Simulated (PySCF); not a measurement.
Bond stretch in H₂O, SMILES O. The O1–H3 bond (O1 also carries H; H3 carries nothing else) is pulled apart rigidly from the PBE0/def2-TZVP optimised geometry.

Computed with: RCCSD(T) = CCSD(T) on RHF/cc-pVDZ, 1 core orbital frozen (PySCF); UKS-LDA (SVWN5) = unrestricted LDA (SVWN5)/cc-pVDZ (PySCF); UCCSD(T) = PySCF with CCSD(T) on UHF/cc-pVDZ, 1 core orbital frozen.

Energies relative to the lowest point of each curve near equilibrium, in kcal/mol:

```tsv
R / Å	RCCSD(T)	UKS-LDA (SVWN5)
0.77	37.7	39.8
0.82	18.2	19.8
0.90	2.9	3.7
1.06	4.5	3.3
1.19	19.1	16.5
1.29	32.7	29.5
1.45	54.2	51.1
1.56	67.2	65.1
1.92	95.9	102.9
2.36	107.8	125.3
2.85	107.9	133.4
3.37	105.5	136.2
```

**Question.** What does UCCSD(T) give at the same points?

**Answer.** 0.77: 37.7; 0.82: 18.2; 0.90: 2.9; 1.06: 4.5; 1.19: 19.1; 1.29: 32.7; 1.45: 54.6; 1.56: 68.0; 1.92: 99.2; 2.36: 112.4; 2.85: 114.2; 3.37: 114.5 (kcal/mol).

The unrestricted determinant behind UKS-LDA (SVWN5) is spin-contaminated at 2.11 to 3.37 Å (<S²> up to 1.0, against 0.00 for a pure singlet). The unrestricted determinant behind UCCSD(T) is spin-contaminated at 1.45 to 3.37 Å (<S²> up to 1.0, against 0.00 for a pure singlet).
